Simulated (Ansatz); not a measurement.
System: 1T (CdI2-type) ZrS2. Method: PBE (Ansatz, a first-principles code, PAW).

Settings: plane-wave cutoff 520 eV, 12×12×6 k mesh (along the axes of the cell as run), Fermi–Dirac smearing 0.01 eV, scalar-relativistic PAW data made under PBE.

Starting structure:

```
CELL_PARAMETERS angstrom
      3.66000     0.00000     0.00000
     -1.83000     3.16965     0.00000
      0.00000     0.00000     5.82000
ATOMIC_POSITIONS crystal
  Zr 0.00000 0.00000 0.00000
  S  0.33333 0.66667 0.25000
  S  0.66667 0.33333 0.75000
```

### Question
Into what structure does the relaxation of cell and atoms lead at this level, with the symmetry of the start kept?

### Answer
The volume rises by 18 %; final space group P-3m1.
```
CELL_PARAMETERS angstrom
      3.68512     0.00000     0.00000
     -1.84256     3.19140     0.00000
      0.00000     0.00000     6.77016
ATOMIC_POSITIONS crystal
  Zr 0.00000 0.00000 0.00000
  S  0.33333 0.66667 0.21394
  S  0.66667 0.33333 0.78606
```

Note: the cell comes from a level without a dispersion term, which matters for the spacing of layers, chains or molecules; the cell has widely spaced layers and the level no dispersion term, so their spacing and the moduli can rest on weak binding.
